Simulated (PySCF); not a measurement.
Question: What does the GFN2-xTB structure of `C(CC(=O)O)C` look like in three dimensions?

Answer: 
```
atom  x, y, z in Å
C1    -1.9435   -0.3634    0.6544
C2    -0.6628    0.4341    0.4485
C3     0.3878   -0.3715   -0.3097
C4     1.6595    0.4074   -0.5189
O5     1.8740    1.5293   -0.1499
O6     2.5718   -0.3119   -1.1927
H7    -2.6745    0.2309    1.1967
H8    -2.3760   -0.6497   -0.3019
H9    -1.7459   -1.2682    1.2253
H10   -0.8796    1.3472   -0.1080
H11   -0.2523    0.7327    1.4142
H12    0.0155   -0.6716   -1.2921
H13    0.6428   -1.2866    0.2301
H14    3.3826    0.2059   -1.3182
```

Orientation and origin are arbitrary. Atoms count from 1 in this order. Of the pairs four or more bonds apart, O5···H11 is among the closest relative to their van der Waals radii: 2.76 Å, 101 % of the sum of Bondi's values. The 6 heavy atoms lie in one plane (0.001 Å rms). O6 (acid hydroxyl oxygen) is bent (angle 110.3°). The C–O distances run from 1.200 Å (C4=O5, drawn double) to 1.343 Å (C4–O6, drawn single), a spread of 0.143 Å.

Bonds between heavy atoms (Å): C1–C2 1.523, C2–C3 1.526, C3–C4 1.506, C4=O5 1.200, C4–O6 1.343.

Computed geometry: GFN2-xTB, gas phase.

Point group: Cs (tolerance 0.08 Å). No GFN2-xTB frequencies stand behind this structure, so it isn't proved a minimum. The numbers are those of one conformer (C1–C2–C3–C4 180°, C2–C3–C4–O5 0°, C3–C4–O6–H 180°).
